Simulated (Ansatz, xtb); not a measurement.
## C2HF2O−: where a starting geometry ends

The starting geometry of this gas-phase singlet was built from a drawn formula by distance geometry and a force field; its bonds are those of `O=[C-]C(F)F`.

```yaml
atoms:
  - { symbol: C, position_ang: [0.7303, -1.3885, -0.3033] }
  - { symbol: C, position_ang: [0.6967, -0.5907, 0.9499] }
  - { symbol: F, position_ang: [0.6746, 0.6607, 0.7000] }
  - { symbol: F, position_ang: [-0.3940, -0.9320, 1.6022] }
  - { symbol: O, position_ang: [0.8851, -2.0208, -1.2767] }
  - { symbol: H, position_ang: [1.5656, -0.8567, 1.6141] }
```

Question: Where would you expect an optimisation with r2SCAN-D4/def2-SVPD to take it?

Answer: It keeps its bonds, and is `O=[C-]C(F)F`.

The energy falls by 3.38 eV over 14 steps:

```json
{"step": "1", "E − E(last) (eV)": "3.384"}
{"step": "2", "E − E(last) (eV)": "2.112"}
{"step": "4", "E − E(last) (eV)": "0.384"}
{"step": "5", "E − E(last) (eV)": "0.270"}
{"step": "7", "E − E(last) (eV)": "0.011"}
{"step": "8", "E − E(last) (eV)": "0.002"}
{"step": "10", "E − E(last) (eV)": "0.000"}
{"step": "11", "E − E(last) (eV)": "0.000"}
{"step": "13", "E − E(last) (eV)": "0.000"}
{"step": "14", "E − E(last) (eV)": "0.000"}
```

Final geometry (Å):

```xyz
6

C     0.3270   -1.2590   -0.5502
C     0.6555   -0.6471    0.8629
F     0.7102    0.7369    0.7797
F    -0.3699   -0.9303    1.7536
O     1.2302   -2.0431   -0.8969
H     1.6052   -0.9854    1.3371
```

From the same start GFN2-xTB ends elsewhere, in pieces: C2HFO + F.

The end wasn't checked by frequencies. Run with Ansatz 0.2.0, 29 s on 2 threads of Arm Neoverse V1, on a shared host.
